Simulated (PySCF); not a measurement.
# Continuum solvent and chemical shifts

Cartesian coordinates in Å; atom numbers follow the order of the lines, from 1:
```xyz
8

O     2.4670    0.1518    0.3903
C     1.3002    0.0737    0.2084
O     0.4917    1.0608   -0.2662
C    -0.7817    0.5696   -0.3269
C    -0.7649   -0.6950    0.0989
O     0.5210   -1.0175    0.4345
H    -1.5666    1.2279   -0.6855
H    -1.5284   -1.4569    0.2183
```

GIAO PBE0/pcSseg-1 in PySCF 2.14.0 with density-fitted response routines on one PBE0-D3(BJ)/def2-SVP conformer, non-relativistic, equivalent nuclei averaged. Solvents enter as an IEF-PCM continuum (cyclohexane with ε = 2.0, methanol with ε = 32.6) around the gas-phase geometry. Shifts are referred to TMS computed in the same medium.

Gas phase, δ in ppm: C2 154.8, C4/C5 136.0, H7/H8 6.99. Dipole moment 4.75 D.

Q: How does each δ change in the continuum?

A: 
| atoms | environment | Δδ, cyclohexane | Δδ, methanol |
| --- | --- | --- | --- |
| C2 | ring carbonyl carbon | +2.0 | +4.7 |
| C4/C5 | unsaturated ring CH | +1.0 | +2.6 |
| H7/H8 | hydrogen on a unsaturated ring CH | +0.17 | +0.43 |

Changes are relative to the gas phase. The dipole moment becomes 5.21 D in cyclohexane, 5.88 D in methanol.

Q: Which nuclei move most (in ppm), and what does the model miss?

A: C2 (ring carbonyl carbon, +4.7 ppm) in methanol. A continuum only polarises the solute; specific hydrogen bonds, the anisotropy of aromatic solvents and changes of geometry or conformer are outside it.
